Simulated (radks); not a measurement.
**Li²⁺ in 1s0.75 2p0.25: an all-electron calculation**

One table from this session's results is given with a row withheld; the runs are named, their logs left out.

Method: Dirac Kohn-Sham, AM05, spin-unpolarised, spherical densities, finite nucleus; open shells fill j = l - 1/2 first. Code: radks (a radial shooting solver on a logarithmic mesh, Libxc functionals) version 1.

## Starting point

```
element            : lithium (Z = 3)
charge             : +2
electrons          : 1
configuration      : 1s0.75 2p0.25
nuclear rms radius : 2.444 fm
```

Set-up of the first run:

Settings of this run:

```text
Z 3
configuration 1s0.75 2p0.25 2s0 3p0
relativity Dirac
functional am05,am05
spin unpolarised
j_filling energy
nucleus finite rms 2.444 fm
c 137.035999084
```

The run is started by

```
python run_ks.py task.json out
```

This one command runs every case of the session in turn.

One of the session's tables, all rows but one given; the rest of the session is left out.

It belongs to the step «Radial structure». Radial moments (bohr):

| level | <r> | outermost maximum (interpolated) | 90 % within |
| --- | --- | --- | --- |
| 1s1/2 | 0.5080 | 0.334 | 0.905 |
| 2s1/2 | ? | ? | ? |
| 2p1/2 | 1.964 | 1.56 | 3.16 |
| 2p3/2 | 1.965 | 1.56 | 3.16 |

**Question.** Estimate the row for 2s1/2.

As computed: <r>: 2.234; outermost maximum (interpolated): 1.92; 90 % within: 3.41. In the column «<r>» it is the highest.
